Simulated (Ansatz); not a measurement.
**SiCl+ (quintet): from Hartree-Fock to the top rungs, def2-QZVPP**

The task here is to estimate one member of a computed series from the others.

Computed with Ansatz 0.2.0, Gaussian basis. Level: def2-QZVPP, core rule «outside noble gas», up to 10 orbitals frozen.

Plan: UHF; ROHF; CCSD(T) on UHF.

**The geometry**

The geometry is a PBE0/def2-TZVP stationary point (not a proven minimum) of the parent state, kept for this charge and spin.

2 atoms, charge 1, spin multiplicity 5.

Atoms are counted from 1 here; the program's logs count them from 0.

Bond lengths: Si1–Cl2 2.058 Å.

The first run:

The input, in.yaml:

```yaml
crystal:
  periodic: [false, false, false]
  atoms:
    - {symbol: Si, position_ang: [0.000000, 0.000000, 0.000000]}
    - {symbol: Cl, position_ang: [0.000000, 0.000000, 2.057900]}
basis:
  gaussian: {orbitals: "def2-QZVPP.json"}
total_charge: 1
magnetization: {spin_polarized: true, initial_magnetization: 4}
hamiltonian: {xc: hf}
output: {orbitals: {seedname: orbitals}}
```

Started as:

```console
$ ansatz run in.yaml --threads 1 --pin off --events-out ev --progress --plain --max-ram 2393MiB
```

Among the steps run: UHF; ROHF; CCSD(T) on UHF.

One of the session's tables, all rows but one given; the rest of the session is left out.

| method | from UCCSD(T) (meV) |
| --- | --- |
| ROHF | +6879.0 |
| UHF | ? |
| UMP2 | +1067.5 |
| UCCSD | +270.6 |
| UCCSD(T) | 0 |

Estimate the missing values for UHF.

**Answer.** from UCCSD(T) (meV): +6695.8. In the column «from UCCSD(T) (meV)» it lies between UMP2 (+1067.5) and ROHF (+6879.0).
